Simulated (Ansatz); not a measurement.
P3⁺ was relaxed with PBE0-D4 (def2-TZVP) in Ansatz in these states: charge +1 quintet, charge +1 singlet, charge +1 triplet. The geometries follow in no particular order.

A:

Cartesian coordinates in Å:
```
P 0.562 0.347 0.851
P -1.011 0.835 -0.355
P 0.449 -1.182 -0.496
```

B:

```tsv
atom	x (Å)	y (Å)	z (Å)
P1	0.278	1.219	0.168
P2	-0.868	-0.555	0.728
P3	0.590	-0.664	-0.895
```

C:

```xyz
3

P     0.9236    0.6856   -0.3671
P     0.0330   -1.1957   -0.1646
P    -0.9566    0.5101    0.5316
```

Problem. Judge from the bond lengths which geometry belongs to which state (an estimate).

Solution. A is the charge +1 triplet (P2–P3 2.494 Å, P1–P2 2.042 Å, P1–P3 2.042 Å); B is the charge +1 quintet (P2–P3 2.185 Å, P1–P2 2.185 Å, P1–P3 2.185 Å); C is the charge +1 singlet (P2–P3 2.091 Å, P1–P2 2.091 Å, P1–P3 2.091 Å).

At PBE0-D4/def2-TZVP a singlet lies 1.80 eV below the charge +1 triplet. At PBE0-D4/def2-TZVP a singlet lies 4.54 eV below the charge +1 quintet. These are the stationary points nearest to one start from a short search; other shapes may lie lower in each state.
